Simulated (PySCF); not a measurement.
C2H2ClF3.
Bonds: F1–C2, C2–C3, C3–F4, C3–F5, C3–Cl6. Hydrogens: H7, H8 on C2.

A linear-response calculation (PySCF, def2-SVPD basis, gas phase, vertical, core orbitals frozen in the response) gave these numbers; the functional is withheld.

Orbital energies (eV): HOMO-3 -10.89, HOMO-2 -10.63, HOMO-1 -9.89, HOMO -9.87, LUMO -0.24, LUMO+1 0.61, LUMO+2 1.34.

| state | E (eV) | f | main configurations (H = HOMO, L = LUMO) |
| --- | --- | --- | --- |
| S1 | 7.86 | 0.0004 | H→L (96%) |
| S2 | 7.88 | 0.0082 | H-1→L (95%) |
| S3 | 8.98 | 0.086 | H-2→L (92%) |
| S4 | 9.17 | 0.0005 | H-3→L (70%), H→L+1 (24%) |
| S5 | 9.30 | 0.051 | H-1→L+1 (93%) |
| S6 | 9.30 | 0.035 | H→L+1 (68%), H-3→L (22%) |

Triplets, Tamm–Dancoff:

| state | E (eV) | λ (nm) | main configurations (H = HOMO, L = LUMO) |
| --- | --- | --- | --- |
| T1 | 7.01 | 176.8 | H→L (92%) |
| T2 | 7.04 | 176.1 | H-1→L (92%) |
| T3 | 8.01 | 154.8 | H-2→L (86%) |
| T4 | 8.90 | 139.2 | H-3→L (70%), H→L+1 (11%) |

Vertical ionisation energy by ΔSCF with the same functional: 12.33 eV. Mean static polarisability: 42.7 au.

Question: Name the functional.
A. PBE0
B. PBE
C. CAM-B3LYP
D. HF

Answer: A. PBE0 is a global hybrid with 25% exact exchange. In this run −ε(HOMO) = 9.87 eV differs from the ΔSCF value by -2.46 eV, and S1 differs from the orbital gap of 9.63 eV by -1.77 eV. The ratio −ε(HOMO)/IP is 0.80. Usual ranges for neutral molecules in this basis: 0.7 to 0.83 with PBE0, 0.5 to 0.7 with PBE, 0.85 to 0.93 with CAM-B3LYP; with Hartree–Fock the ratio is 1 or more (Koopmans' value less the relaxation energy is the ΔSCF value).

Level of theory: TDDFT PBE0/def2-SVPD, vertical, gas phase, core orbitals frozen in the response (PySCF 2.14.0, density-fitted response routines). Isolated species at its PBE0-D3(BJ)/def2-SVP geometry (one conformer only).

Conformer computed: `[F:1][CH2:2][C:3]([F:4])([F:5])[Cl:6]`: F1–C2–C3–F4 -60°.
